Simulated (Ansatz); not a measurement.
Input file:

```yaml
crystal:
  periodic: [false, false, false]
  atoms:
    - {symbol: Zr, position_ang: [0.000000, 0.000000, 0.000000]}
    - {symbol: H, position_ang: [0.000000, 0.000000, -2.208994]}
    - {symbol: H, position_ang: [0.000000, 0.000000, 2.208994]}
basis:
  gaussian: {orbitals: def2-SVP}
magnetization: {spin_polarized: false, initial_magnetization: 4}
correlation: {method: fci, electrons: outside_noble_gas}
```

```sh
$ ansatz run in.yaml --threads 1 --pin off --events-out ev --progress --plain --max-ram 2393MiB
```

The program prints:

```
739 factors; integrals over basis functions are off by at most 1.8e-7 eV
mean field evaluation 1: about -1290.3186 eV, gradient 6.6e0 eV
mean field evaluation 2: about -1290.3275 eV, gradient 6.6e0 eV
mean field evaluation 4: about -1290.9372 eV, gradient 8.6e-1 eV
mean field evaluation 8: about -1290.9524 eV, gradient 8.5e-3 eV
mean field evaluation 16: about -1290.9524 eV, gradient 2.1e-4 eV
mean field evaluation 32: about -1291.5928 eV, gradient 2.6e-1 eV
mean field evaluation 64: about -1291.1983 eV, gradient 5.2e-5 eV
mean field evaluation 96: about -1291.3723 eV, gradient 4.8e-3 eV
mean field evaluation 128: about -1291.4061 eV, gradient 3.5e-1 eV
mean field evaluation 160: about -1291.9619 eV, gradient 2.5e-2 eV
mean field evaluation 192: about -1291.6548 eV, gradient 6.9e-2 eV
mean field evaluation 224: about -1289.8588 eV, gradient 1.0e0 eV
mean field evaluation 256: about -1291.9825 eV, gradient 1.8e0 eV
mean field evaluation 288: about -1290.6092 eV, gradient 9.3e-1 eV
mean field evaluation 320: about -1292.0801 eV, gradient 7.9e-2 eV
mean field evaluation 352: about -1290.9306 eV, gradient 8.6e-1 eV
mean field -1292.08032957 eV, -47.4830763082 hartree, gradient 7.2e-6 eV, S^2 6.000000; 34 other end points of the search recorded, 0 dependent functions left out
mean field evaluation 384: about -1290.6489 eV, gradient 6.4e0 eV
mean field evaluation 416: about -1292.1118 eV, gradient 3.2e-1 eV
mean field evaluation 448: about -1292.1845 eV, gradient 2.2e-2 eV
mean field evaluation 480: about -1291.7988 eV, gradient 6.3e-4 eV
mean field evaluation 512: about -1291.7922 eV, gradient 1.3e-4 eV
mean field evaluation 544: about -1292.1786 eV, gradient 2.2e-1 eV
mean field evaluation 576: about -1291.9617 eV, gradient 1.5e0 eV
determinant -1291.38541446 eV, -47.4575386491 hartree, with singles and doubles -1293.81243645 eV, -47.5467300619 hartree
determinant -1291.19834114 eV, -47.4506638313 hartree, with singles and doubles -1293.59554805 eV, -47.5387595604 hartree
determinant -1290.95244011 eV, -47.4416271349 hartree, with singles and doubles -1293.54019138 eV, -47.5367252403 hartree
determinant -1289.93323544 eV, -47.4041720543 hartree, with singles and doubles -1292.34677702 eV, -47.4928680714 hartree
determinant -1291.38541446 eV, -47.4575386491 hartree, with singles and doubles -1293.84816514 eV, -47.5480430670 hartree
determinant -1291.19834114 eV, -47.4506638313 hartree, with singles and doubles -1293.66857667 eV, -47.5414433125 hartree
determinant -1290.95244011 eV, -47.4416271349 hartree, with singles and doubles -1293.65061492 eV, -47.5407832304 hartree
4 core orbitals not correlated: weight in the atoms' cores, before any rotation towards them, 0.999 or more for the frozen orbitals, at most 0.000 for the correlated occupied ones
reference -1291.38541446 eV, -47.4575386491 hartree; 5, 1 occupied and 32, 36 virtual orbitals, 739 factors
state -1294.03307997 eV, -47.5548385619 hartree
Total energy: -1294.03307997 eV, -47.5548385619 hartree
```

Natural occupations: 1.8739 1.0314 0.9748 0.6699 0.6518 0.3193 0.3111 0.0588 0.0246 0.0214 0.0160 0.0060 0.0056 0.0055 0.0040 0.0039 0.0035 0.0024 0.0021 0.0019 0.0019 0.0018 0.0014 0.0012.

Ran on 1 thread of Arm Neoverse V1, shared host: 7.5 min wall, 0.67 GiB peak host memory.
